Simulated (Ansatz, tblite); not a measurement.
# The cluster Cs₂Cl₂+: rung by rung

An exercise on one series of results from a longer session: the logs are not shown, and one member is left open.

Program: Ansatz 0.2.0, Gaussian basis. Level of theory: as each input shows. These are calculated values, not measurements.

Levels to be run: GFN1-xTB, GFN2-xTB, PBE-D4/def2-TZVP, r2SCAN-D4/def2-TZVP, LDA/def2-TZVP, HF/def2-TZVP, B3LYP-D4/def2-TZVP, r2SCANh-D4/def2-TZVP, revPBE-D4/def2-TZVP, PBE-D4/def2-SVP, PBE0-D4/def2-SVP, CCSD(T)/def2-TZVPP, MP2/def2-TZVP, RPA/def2-TZVP.

1 further run of the same task is left out (set aside as unsound or not needed).

## The structure

The doublet was relaxed beforehand with r2SCAN-D4/def2-TZVP. At that level it is the lowest of the isomers that a small search found.

4 atoms, charge 1, spin multiplicity 2.

Bond lengths: Cs1–Cl3 3.338 Å, Cs1–Cl4 3.338 Å, Cs2–Cl3 3.338 Å, Cs2–Cl4 3.338 Å. Angles: Cl3–Cs1–Cl4 46.8°, Cl3–Cs2–Cl4 46.8°, Cs1–Cl3–Cs2 133.2°, Cs1–Cl4–Cs2 133.2°.

Cs takes a core potential in the def2 sets. No spin-orbit coupling is included. The ion is computed in the gas phase, without counter-ions or solvent.

PBE0-D4/def2-TZVP was run before; its log isn't repeated, and its numbers join the tables.

Set-up of the first run:

Tight binding, by tblite at 300 K electronic temperature and without a spin-polarisation term:

```python
tblite.interface.Calculator('GFN1-xTB', numbers, positions, charge=1, uhf=1).singlepoint()
```

Tight binding, by tblite at 300 K electronic temperature and without a spin-polarisation term:

```python
tblite.interface.Calculator('GFN2-xTB', numbers, positions, charge=1, uhf=1).singlepoint()
```

start.molden holds the orbitals of an earlier run on this state, given as this run's starting guess.

File in.yaml:

```yaml
crystal:
  periodic: [false, false, false]
  atoms:
    - {symbol: Cs, position_ang: [2.658263, -1.034704, 1.117144]}
    - {symbol: Cs, position_ang: [-2.655118, 1.035311, -1.124042]}
    - {symbol: Cl, position_ang: [-0.362598, -1.241836, -0.287353]}
    - {symbol: Cl, position_ang: [0.359454, 1.241229, 0.294241]}
basis:
  gaussian: {orbitals: def2-TZVP, initial_orbitals: start.molden}
total_charge: 1
magnetization: {spin_polarized: true, initial_magnetization: 1}
hamiltonian: {xc: pbe, dispersion: d4}
scf: {omitted_lower_state_checks: [starts]}
output: {orbitals: {seedname: orbitals}}
```

The run is started by

```console
$ ansatz run in.yaml --threads 4 --pin off --events-out ev --progress --plain --max-ram 3916MiB
```

Among the steps run: PBE-D4/def2-TZVP; r2SCAN-D4/def2-TZVP; LDA/def2-TZVP; HF/def2-TZVP; B3LYP-D4/def2-TZVP; r2SCANh-D4/def2-TZVP; revPBE-D4/def2-TZVP; PBE-D4/def2-SVP; PBE0-D4/def2-SVP; CCSD(T)/def2-TZVPP; MP2/def2-TZVP; RPA/def2-TZVP.

One table of the session follows, with a row left open; its other results are not shown here.

| level | HOMO (eV) | LUMO (eV) | gap (eV) |
| --- | --- | --- | --- |
| HF/def2-TZVP | -13.27 | -3.12 | 10.16 |
| LDA/def2-TZVP | -9.13 | -8.32 | 0.81 |
| PBE-D4/def2-SVP | -8.82 | -7.80 | 1.03 |
| PBE-D4/def2-TZVP | ? | ? | ? |
| revPBE-D4/def2-TZVP | -8.97 | -7.87 | 1.09 |
| r2SCAN-D4/def2-TZVP | -9.42 | -7.81 | 1.61 |
| r2SCANh-D4/def2-TZVP | -9.95 | -7.45 | 2.51 |
| B3LYP-D4/def2-TZVP | -10.13 | -7.26 | 2.86 |
| PBE0-D4/def2-SVP | -10.26 | -6.87 | 3.39 |
| PBE0-D4/def2-TZVP | -10.46 | -7.03 | 3.43 |

Estimate the missing values for PBE-D4/def2-TZVP.

The run gave: HOMO (eV): -9.03; LUMO (eV): -7.97; gap (eV): 1.06. In the column «HOMO (eV)» it lies between LDA/def2-TZVP (-9.13) and revPBE-D4/def2-TZVP (-8.97).
